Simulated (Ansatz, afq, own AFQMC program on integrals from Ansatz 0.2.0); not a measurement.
BHBr, quartet: AFQMC among the cluster methods

```yaml
atoms:
  - { symbol: B, position_ang: [0.0000, -0.6063, 1.8277] }
  - { symbol: Br, position_ang: [0.0000, -0.0611, -3.5387] }
  - { symbol: H, position_ang: [0.0000, 0.6674, 1.7110] }
```

Connectivity, by distances: BH ··· Br.

Basis cc-pVDZ. Only valence electrons are correlated. AFQMC by an in-house program on the Cholesky factors that Ansatz 0.2.0 writes for its CCSD(T) run. The CISD trial takes its coefficients from CCSD amplitudes. Released means that phaseless walkers are propagated on without the constraint, phases kept. Uncertainties: one standard error, sampling alone. No spin–orbit coupling.

Determinant: ROHF, the one that the program's search chose, which needn't be the lowest solution. The geometry is a point of a scan.

No full CI on the walks' own integrals is used here; CCSDT(Q) serves as the reference and is uncertain by about the last step of the cluster series.

Cautions: no relativity below Rb; no spin-orbit coupling; inner d shell frozen; lower spins were not checked; the released energies are still falling, so no released level is given (meV from the phaseless value at times in 1/Eh: -4 ± 6 at 0.24, -7 ± 7 at 0.51, -18 ± 6 at 0.99, -18 ± 6 at 1.62, -36 ± 9 at 2.40), though the last usable value meets CCSDT(Q) within the noise.

- T1 diagnostic: 0.0172
- weight of the determinant in the CISD state: 0.911
- size of the correlated space: 11 electrons in 31 orbitals

```
  level  correlation energy (eV)
    MP2                  -3.7677
   CCSD                  -4.5549
CCSD(T)                  -4.6051
```

(1) Estimate where phaseless AFQMC with a CISD trial lies against CCSD(T) on the same integrals.

(1) 0.8 ± 5.9 meV below CCSD(T). The gap is under twice the noise, so this walk alone can't tell the two apart.

Reference: CCSDT(Q), correlation energy -4.625 eV.

```csv
level,E − E(reference) (meV),share of correlation (%)
CCSD(T),19.6,99.58
CCSDT,4.2,99.91
ph-AFQMC/CISD,18.8 ± 5.9,99.59
```

A walk keeps the symmetry of its determinant, which the program's search chose and which needn't be the lowest solution, so a lower state of the same spin and another symmetry isn't excluded.
